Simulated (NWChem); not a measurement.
## Total energies of dichloromethane (CH2Cl2)

```
C
H 1 1.0958
H 1 1.0958 2 110.71
Cl 1 1.7678 2 108.18 3 118.38
Cl 1 1.7678 2 108.18 3 -118.38
```
Charge 0, spin multiplicity 1.

Program: NWChem. The geometry was optimised at PBE0/def2-SVP, a minimum by its harmonic frequencies.

Basis set: def2-TZVP (117 functions).

| method | total energy (Ha) | relative cost |
|---|---|---|
| RHF | -958.06194 | 1 |
| MP2 | -958.60352 | under 3 |
| B2PLYP | -959.44457 | 3 |
| PBE | -959.31801 | under 3 |
| B3LYP | -959.77676 | under 3 |
| BP86 | -959.83583 | under 3 |

Total energies of different functionals aren't comparable as a measure of quality: only differences taken within one method are. Costs are rough ratios of processor time within this set of runs, SCF included, with RHF as 1.

The correlated methods keep 11 core orbitals frozen. B3LYP has NWChem's definition, with VWN1-RPA local correlation.
